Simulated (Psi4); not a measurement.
# CH5BS (SMILES BSC): PBE/def2-SVPD

What is the energy change on altering one bond length of CH5BS at PBE/def2-SVPD? 

The results are computed with Psi4 1.11.

5 further runs of the same task are left out: 3 that didn't finish, 2 set aside as unsound or not needed.

## (1) The structure to begin with

The species is CH5BS (8 atoms), meant as a singlet with charge 0. SMILES: `BSC`. The shape is that of a PBE0-D4/def2-TZVP optimisation.

Bond lengths: B1–S2 1.749 Å, S2–C3 1.809 Å, B1–H4 1.194 Å, B1–H5 1.193 Å, C3–H6 1.090 Å, C3–H7 1.090 Å, C3–H8 1.088 Å. Angles: B1–S2–C3 105.8°, S2–B1–H4 121.2°, S2–B1–H5 115.9°, S2–C3–H6 109.1°, S2–C3–H7 109.0°, S2–C3–H8 109.9°, H4–B1–H5 123.0°, H6–C3–H7 109.0°, H6–C3–H8 109.9°, H7–C3–H8 109.9°.

## (2) Energy and gradient at PBE/def2-SVPD

Contents of ch5bs.xyz:

```xyz
8
CH5BS
B     -0.869900     0.955400    -0.908000
S      0.707800     0.854100    -0.159000
C      0.741400    -0.735700     0.702900
H     -1.667800     0.075300    -0.790300
H     -1.086100     1.947800    -1.532900
H      0.910600    -0.561000     1.765100
H      1.559600    -1.337000     0.307300
H     -0.203500    -1.256000     0.559200
```

Contents of run_ase.py:

```python
import numpy as np
from ase.calculators.psi4 import Psi4
from ase.io import read

mol = read('ch5bs.xyz')
calc = Psi4(atoms=mol, method='pbe', basis='def2-SVPD', memory='1600MB', num_threads=1, charge=0, multiplicity=1, label='ch5bs')
calc.psi4.set_options({'puream': True, 'e_convergence': 1e-09, 'd_convergence': 1e-08, 'scf_type': 'pk', 'dft_radial_points': 99, 'dft_spherical_points': 590})
mol.calc = calc

forces = mol.get_forces()
print(f'energy: {mol.get_potential_energy():.6f} eV')
print('forces / eV A^-1')
print(np.round(forces, 5))
```

Started as:

```
$ python run_ase.py
```

ch5bs.dat:

```text
[...]
  Running in c1 symmetry.
[...]
  Nuclear repulsion =   94.654244908694963
[...]
  Multiplicity = 1
[...]
  Nalpha       = 16
  Nbeta        = 16
[...]
    Number of basis functions: 107
[...]
   @RKS iter   1:  -463.40613794492543   -1.15372e-01   6.68602e-03 ADIIS/DIIS
[...]
   @RKS iter  11:  -463.71674933958275   -4.28599e-11   7.42744e-09 DIIS
[...]
    Orbital Energies [Eh]
    ---------------------
    Doubly Occupied:
       1A    -88.055958     2A     -9.932139     3A     -7.695472
       4A     -6.525498     5A     -5.723012     6A     -5.716823
       7A     -5.716811     8A     -0.727057     9A     -0.596899
      10A     -0.445557    11A     -0.396532    12A     -0.393398
      13A     -0.358820    14A     -0.302327    15A     -0.273478
      16A     -0.250213
[...]
  @RKS Final Energy:  -463.71674933958275
   => Energetics <=
    Nuclear Repulsion Energy =             94.6542449086949631
    One-Electron Energy =                -824.4634157215406276
    Two-Electron Energy =                 302.7926694709394724
    DFT Exchange-Correlation Energy =     -36.7002479976765770
    Empirical Dispersion Energy =           0.0000000000000000
    VV10 Nonlocal Energy =                  0.0000000000000000
    Total Energy =                       -463.7167493395827478
[...]
 Multipole Moments:
 ------------------------------------------------------------------------------------
     Multipole            Electronic (a.u.)      Nuclear  (a.u.)        Total (a.u.)
 ------------------------------------------------------------------------------------
 L = 1.  Multiply by 2.5417464519 to convert [e a0] to [Debye]
 Dipole X            :          1.1191401           -0.9527824            0.1663577
 Dipole Y            :          3.1152445           -3.6939449           -0.5787004
 Dipole Z            :         -1.1658951            1.5476672            0.3817721
 Magnitude           :                                                    0.7129649
[...]
  -Total Gradient:
     Atom            X                  Y                   Z
    ------   -----------------  -----------------  -----------------
       1        0.001042448228    -0.000662836511     0.000836797586
       2       -0.006349801382    -0.007502310499     0.001198091110
       3       -0.000203800042    -0.001588683136     0.000784845608
       4        0.005023933500     0.006086325689    -0.001030927476
       5        0.001161927182    -0.006864025567     0.004151410446
       6       -0.001712377470    -0.001186699647    -0.010248348090
       7       -0.007763774705     0.006080369795     0.003391371606
       8        0.008804754028     0.005638489459     0.000917886420
[...]
```

On the terminal:

```text
energy: -12618.375472 eV
forces / eV A^-1
[[-0.0536   0.03408 -0.04303]
 [ 0.32652  0.38578 -0.06161]
 [ 0.01048  0.08169 -0.04036]
 [-0.25834 -0.31297  0.05301]
 [-0.05975  0.35296 -0.21347]
 [ 0.08805  0.06102  0.52699]
 [ 0.39923 -0.31267 -0.17439]
 [-0.45276 -0.28994 -0.0472 ]]
```

Run time: 58 s. Hardware: 1 thread of AMD EPYC 7R43 (Zen 3), shared host; peak memory 0.62 GiB.

## (3) The distorted shape: the energy at PBE/def2-SVPD

Contents of job.dat:

```
memory 1600 MB

molecule {
  0 1
  B     -0.696946     0.161508    -0.408097
  S      0.880754     0.060208     0.340903
  C      0.914354    -1.529592     1.202803
  H     -1.494846    -0.718592    -0.290397
  H     -1.086100     1.947800    -1.532900
  H      1.083554    -1.354892     2.265003
  H      1.732554    -2.130892     0.807203
  H     -0.030546    -2.049892     1.059103
  symmetry c1
}

set globals {
  basis                def2-SVPD
  puream               true
  e_convergence        1e-09
  d_convergence        1e-08
  scf_type             pk
  dft_radial_points    99
  dft_spherical_points 590
}

e_tot, wfn = energy("pbe", return_wfn=True)
oeprop(wfn, "LOWDIN_CHARGES", "MULLIKEN_CHARGES", "QUADRUPOLE", title="PBE")
print_variables()
```

Started as:

```
$ psi4 job.dat job.out -n 1
```

job.out, shortened:

```text
[...]
  Running in c1 symmetry.
[...]
  Nuclear repulsion =   92.565863024764496
[...]
  Multiplicity = 1
[...]
  Nalpha       = 16
  Nbeta        = 16
[...]
    Number of basis functions: 107
[...]
   @RKS iter   1:  -463.25443880141853   -7.96873e-02   6.95101e-03 DIIS/ADIIS
[...]
   @RKS iter  12:  -463.61021222151493   -1.27898e-11   8.45619e-09 DIIS
[...]
  @RKS Final Energy:  -463.61021222151493
   => Energetics <=
    Nuclear Repulsion Energy =             92.5658630247644965
    One-Electron Energy =                -819.8089869245103500
    Two-Electron Energy =                 300.1788476030149582
    DFT Exchange-Correlation Energy =     -36.5459359247840894
    Empirical Dispersion Energy =           0.0000000000000000
    VV10 Nonlocal Energy =                  0.0000000000000000
    Total Energy =                       -463.6102122215149279
[...]
 Multipole Moments:
 ------------------------------------------------------------------------------------
     Multipole            Electronic (a.u.)      Nuclear  (a.u.)        Total (a.u.)
 ------------------------------------------------------------------------------------
 L = 1.  Multiply by 2.5417464519 to convert [e a0] to [Debye]
 Dipole X            :          1.4937299           -1.1040017            0.3897282
 Dipole Y            :          1.9289221           -2.9998192           -1.0708971
 Dipole Z            :         -0.3679050            1.1105857            0.7426807
 Magnitude           :                                                    1.3602512
 L = 2.  Multiply by 1.3450342976 to convert [e a0^2] to [Debye ang]
 Quadrupole XX       :        -90.6577896           68.4120621          -22.2457275
 Quadrupole XY       :         30.3875811          -29.4609792            0.9266020
[...]
  Mulliken Charges: (a.u.)
   Center  Symbol    Alpha    Beta     Spin     Total
       1     B     2.63309  2.63309  0.00000 -0.26618
       2     S     8.15662  8.15662  0.00000 -0.31324
       3     C     2.86626  2.86626  0.00000  0.26748
       4     H     0.36631  0.36631  0.00000  0.26739
       5     H     0.47306  0.47306  0.00000  0.05387
       6     H     0.48680  0.48680  0.00000  0.02640
       7     H     0.48645  0.48645  0.00000  0.02710
       8     H     0.53141  0.53141  0.00000 -0.06282
   Total alpha = 16.00000, Total beta = 16.00000, Total charge =  0.00000
[...]
```

Run time: 44 s. Hardware: 1 thread of AMD EPYC 7R43 (Zen 3), shared host; peak memory 0.62 GiB.

## (4) What came out

Level: PBE/def2-SVPD.

| quantity | value |
| --- | --- |
| first shape: total energy | -463.71675 Eh |
| first shape: dipole moment | 1.81 D |
| first shape: HOMO energy | -6.81 eV |
| first shape: LUMO energy | -2.02 eV |
| first shape: HOMO–LUMO gap | 4.79 eV |
| first shape: largest force on an atom | 0.540 eV/Å |
| distorted shape: total energy | -463.61021 Eh |
| distorted shape: dipole moment | 3.46 D |
| distorted shape: HOMO energy | -6.31 eV |
| distorted shape: LUMO energy | -2.39 eV |
| distorted shape: HOMO–LUMO gap | 3.91 eV |
| energy change with the B1–H5 bond stretched from 1.193 to 2.146 Å | 2.899 eV |

What this shows: One bond (distorted shape) is far stretched, which a spin-restricted single reference describes badly; a broken-symmetry solution may lie lower. With the B1–H5 bond stretched from 1.193 to 2.146 Å the energy rises by 2.90 eV (67 kcal/mol). The first shape isn't relaxed at this level, so the change isn't measured from a minimum. A restricted reference can't describe the breaking bond well at this length. The largest force (first shape) is 0.54 eV/Å: the shape isn't a stationary point for this species at this level. Mulliken charges (distorted shape) run from -0.31 on S2 to +0.27 on C3; in a basis this large or diffuse they mean little.
